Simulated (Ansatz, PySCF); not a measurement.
Species: acetylene, C₂H₂, net charge 0, singlet state. 
Structure (B3LYP-D3(BJ)/def2-TZVP (Ansatz, an electronic-structure program) minimum search):
```xyz
4

C      0.0000     0.0000    -0.5984
C      0.0000     0.0000     0.5984
H      0.0000     0.0000     1.6611
H      0.0000     0.0000    -1.6611
```
Charge 0, spin multiplicity 1.


Quantity: enthalpy of formation at 298 K (from the atomisation energy, B3LYP-D3(BJ)/def2-TZVP harmonic zero-point and thermal terms from PySCF, and the atoms' enthalpies of formation in the G2/97 table; no spin-orbit terms, and no core term in the frozen-core levels), in kcal/mol. Correlated levels leave the core frozen unless marked. Open shells are spin-unrestricted. No spin-orbit coupling. No relativistic terms. The coupled-cluster limit lacks core correlation, which all-electron functionals hold. CBS marks a two-point X^-3 extrapolation of the correlation energy; Hartree-Fock from the larger set. [CCSD(T)-MP2]/basis is that difference in the basis named.

Measured: 54.6 kcal/mol (Active Thermochemical Tables 1.112 (ions: stationary electron), as tabulated in the package chemicals); it holds spin-orbit and relativistic effects, which these rows lack, and core correlation, which the frozen-core levels lack.

```json
[
 {"level": "HF/def2-TZVPPD", "program": "Ansatz", "enthalpy of formation at 298 K (kcal/mol)": "166.3", "error against measurement": "111.7"},
 {"level": "HF-D3(BJ)/def2-TZVPD", "program": "PySCF + dftd3", "enthalpy of formation at 298 K (kcal/mol)": "157.8", "error against measurement": "103.2"},
 {"level": "SVWN5/def2-TZVPD", "program": "Ansatz", "enthalpy of formation at 298 K (kcal/mol)": "1.0", "error against measurement": "-53.6"},
 {"level": "TPSS-D3(BJ)/def2-TZVPD", "program": "PySCF + dftd3", "enthalpy of formation at 298 K (kcal/mol)": "54.4", "error against measurement": "-0.2"},
 {"level": "PBE0-D3(BJ)/def2-TZVP", "program": "Ansatz + dftd3", "enthalpy of formation at 298 K (kcal/mol)": "55.5", "error against measurement": "0.9"},
 {"level": "M06-2X/def2-TZVPD", "program": "PySCF", "enthalpy of formation at 298 K (kcal/mol)": "55.9", "error against measurement": "1.3"},
 {"level": "MN15-D3(BJ)/def2-TZVPD", "program": "PySCF + dftd3", "enthalpy of formation at 298 K (kcal/mol)": "56.7", "error against measurement": "2.1"},
 {"level": "LC-wPBE-D3(BJ)/def2-TZVPD", "program": "Ansatz + dftd3", "enthalpy of formation at 298 K (kcal/mol)": "58.8", "error against measurement": "4.2"},
 {"level": "wB97M-V/def2-TZVPD", "program": "Ansatz", "enthalpy of formation at 298 K (kcal/mol)": "56.2", "error against measurement": "1.6"},
 {"level": "RI-MP2/CBS(aug-cc-pVTZ,aug-cc-pVQZ)", "program": "Ansatz", "enthalpy of formation at 298 K (kcal/mol)": "46.1", "error against measurement": "-8.5"},
 {"level": "RI-MP2/CBS(def2-TZVPP,def2-QZVPP)", "program": "Ansatz", "enthalpy of formation at 298 K (kcal/mol)": "46.2", "error against measurement": "-8.4"},
 {"level": "SCS-MP2/cc-pVTZ", "program": "Ansatz", "enthalpy of formation at 298 K (kcal/mol)": "60.0", "error against measurement": "5.4"},
 {"level": "SCS-MP2/aug-cc-pVQZ", "program": "Ansatz", "enthalpy of formation at 298 K (kcal/mol)": "51.9", "error against measurement": "-2.7"},
 {"level": "SCS-MP2/def2-QZVPPD", "program": "Ansatz", "enthalpy of formation at 298 K (kcal/mol)": "52.5", "error against measurement": "-2.1"},
 {"level": "CCSD/6-31G*", "program": "Ansatz", "enthalpy of formation at 298 K (kcal/mol)": "94.8", "error against measurement": "40.2"},
 {"level": "CCSD/cc-pVTZ", "program": "Ansatz", "enthalpy of formation at 298 K (kcal/mol)": "74.6", "error against measurement": "20.0"},
 {"level": "CCSDT/cc-pVDZ", "program": "Ansatz", "enthalpy of formation at 298 K (kcal/mol)": "90.3", "error against measurement": "35.7"},
 {"level": "RI-MP2/CBS(aug-cc-pVTZ,aug-cc-pVQZ)+[CCSD(T)-MP2]/aug-cc-pVDZ", "program": "Ansatz", "enthalpy of formation at 298 K (kcal/mol)": "57.6", "error against measurement": "3.0"},
 {"level": "RI-MP2/CBS(def2-TZVPP,def2-QZVPP)+[CCSD(T)-MP2]/def2-SVP", "program": "Ansatz", "enthalpy of formation at 298 K (kcal/mol)": "54.0", "error against measurement": "-0.6"},
 {"level": "RI-MP2/CBS(aug-cc-pVTZ,aug-cc-pVQZ)+[CCSD(T)-MP2]/aug-cc-pVTZ", "program": "Ansatz", "enthalpy of formation at 298 K (kcal/mol)": "56.3", "error against measurement": "1.7"},
 {"level": "CCSD(T)/CBS(aug-cc-pVTZ,aug-cc-pVQZ)", "program": "Ansatz", "enthalpy of formation at 298 K (kcal/mol)": "56.6", "error against measurement": "2.0"}
]
```
